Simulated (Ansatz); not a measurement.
AlH4NSi (`[NH]1[AlH][SiH2]1`) at its PBE0-D4/def2-TZVP geometry, where that method's forces vanish. Total charge 0; spin multiplicity 1.

```xyz
7

N    -0.8530    0.1601    0.2057
Al    0.0925    1.0314   -1.0156
Si    0.6760   -0.7006    0.3804
H    -1.7289    0.0363    0.6898
H    -0.1750    2.2154   -2.0249
H     0.6467   -2.1570    0.0527
H     1.3417   -0.5855    1.7120
```

Problem. What forces (eV/Å) does B3LYP-D4/def2-TZVPP give on these atoms in Ansatz 0.2.0? (An estimate is asked.)

Solution. Computed: 
```
N1  -0.075  0.019  0.014
Al2 -0.018  0.151 -0.135
Si3  0.138 -0.169  0.102
H4  -0.022  0.007  0.002
H5   0.011 -0.067  0.059
H6   0.004  0.077  0.028
H7  -0.038 -0.017 -0.071
```

B3LYP here is the variant with VWN-RPA as its local correlation; programs differ in this.
